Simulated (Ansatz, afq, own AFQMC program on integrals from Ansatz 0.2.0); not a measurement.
# AlNH2, singlet, reference energies and how methods fare

```yaml
atoms:
  - { symbol: Al, position_ang: [0.0000, 0.0000, 0.6968] }
  - { symbol: N, position_ang: [0.0000, 0.0000, -1.0992] }
  - { symbol: H, position_ang: [0.0000, 0.8223, -1.6887] }
  - { symbol: H, position_ang: [0.0000, -0.8223, -1.6887] }
```

Geometry: a PBE0/def2-TZVP stationary point, not shown to be a minimum. Basis cc-pVTZ. Noble-gas cores (and the filled d shells of Ga–Kr and In–Xe) are frozen. Ansatz 0.2.0 and our own AFQMC program on the same integrals; the CISD trial comes from CCSD amplitudes, and released means the phaseless constraint is let go. ± is one standard error of the sampling.

Best estimates are CCSD(T) at the basis-set limit (def2-TZVPP/QZVPP) plus the step from CCSD(T) to the highest rung at hand in cc-pVTZ, named in the table (released AFQMC can keep some 10 meV of bias). No zero-point, core-correlation or spin–orbit terms. Other levels are in cc-pVTZ; a dash marks a level that is missing or breaks spin symmetry for a member.

Cautions: AlNH₂ (triplet): another spin lies lower, its ph-AFQMC/CISD value lies 16 ± 4 meV above CCSDT(Q); row 1: core correlation is missing, and it shifts such a gap most where an s electron is promoted.

```tsv
process	best estimate (kcal/mol)	highest rung
to charge +0, triplet (vertical)	58.8	CCSDT(Q)
to charge +1, doublet (vertical)	196.8	CCSDT(Q)
to free atoms	287.2	CCSDT(Q)
```

Errors against the best estimates in kcal/mol, the processes numbered in the order above:

```csv
level,"error, 1","error, 2","error, 3"
MP2,-4.8,-7.9,-9.2
CCSD(T),-0.5,-2.1,-12.0
ph-AFQMC/CISD,-0.2 ± 0.1,-1.9 ± 0.2,-11.8 ± 0.1
CCSD(T)/CBS,0.0,0.0,-0.1
PBE,-2.8,-4.1,1.9
r2SCAN,-7.9,-7.1,-5.9
PBE0,-3.9,-4.0,-6.3
B3LYP,1.6,-0.9,-1.8
wB97M-V,8.2,-0.9,1.3
B2PLYP,0.7,-3.9,-4.4
```

Cost at the first geometry (cards were shared with other jobs): PBE0/cc-pVTZ, 1.4 s on 1 thread of AMD EPYC 7R13 Processor (Zen 3), with other jobs on the host; RCCSD(T)/cc-pVTZ, 2.9 s on 1 × NVIDIA H100 80GB HBM3 with 1 thread of AMD EPYC 7R13 Processor (Zen 3), with other jobs on the host; CCSD(T)/def2-QZVPP, 2.9 s on 1 × NVIDIA H100 80GB HBM3 with 1 thread of AMD EPYC 7R13 Processor (Zen 3), with other jobs on the host; CCSDT(Q), 6 s on 1 × NVIDIA H100 80GB HBM3 with 1 thread of AMD EPYC 7R13 Processor (Zen 3), with other jobs on the host; ph-AFQMC/CISD with release, 55 s on 1 × NVIDIA H100 80GB HBM3 with 2 threads of AMD EPYC 7R13 Processor (Zen 3) (shared host).

Best estimates are given only where the step beyond CCSD(T) is under 0.3 eV and no member's determinant is very poor (T1 over 0.05, or 0.07 for open shells, ⟨S²⟩ too high by 0.3, two states mixed), so the hardest cases are missing from such tables.

The functionals ran in a triple-zeta set and keep a basis error of their own, a few kJ/mol for each bond in atomization energies and more for double hybrids, so close places among them and the extrapolated levels can swap.

CCSDT and higher add their correlation energy to the determinant of the CCSD(T) run, since their own runs factorise the integrals more tightly (a shift of under 2 meV). Each member of a difference takes its own highest rung, so a best estimate needn't equal the limit plus the step of one row. A walk keeps the symmetry of its determinant, which the program's search chose and which needn't be the lowest solution, so a lower state of the same spin and another symmetry isn't excluded.
